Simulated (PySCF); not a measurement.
Methylidyne cation CH+, CH (charge +1 and singlet state).
SMILES: `[CH+]`

Method: MP2 and CCSD/aug-cc-pVTZ in PySCF, restricted Hartree–Fock reference, 1 core orbital frozen, non-relativistic, gas phase, PBE0-D3(BJ)/def2-SVP geometry.

E(HF) = -37.90725 Eh.

Q: How large is the problem?

A: 69 basis functions and 6 electrons; 1 orbital frozen, which leaves o = 2 correlated occupied and v = 66 virtual orbitals. That is o·v = 132 singles and o·v(o·v + 1)/2 = 8778 distinct closed-shell doubles amplitudes before symmetry; the costliest CCSD step grows as o²v⁴ = 7.6 × 10^7.

Q: What are the MP2 and CCSD correlation energies?

A: MP2 -0.0857 Eh and CCSD -0.1149 Eh, which gives totals of -37.99297 and -38.02220 Eh. That is 0.782 eV for each correlated electron at CCSD (302 kJ/mol in all, 0.302 % of the total energy); MP2 gives 74.6 % of the CCSD value.

Q: What is the T1 diagnostic?

A: 0.0106, below the customary warning level of 0.02. It is the norm of the spatial-orbital singles amplitudes over the root of the number of correlated electrons, so the norm is 0.021.

Connected triples and the basis-set limit are missing.

The job also held the EOM ionisation and excitation roots. On one thread of an Arm Neoverse V1, no GPU, shared host with 32 logical CPUs at a one-minute load of 14, this took 9.5 s wall and 0.38 GiB of memory at its peak.
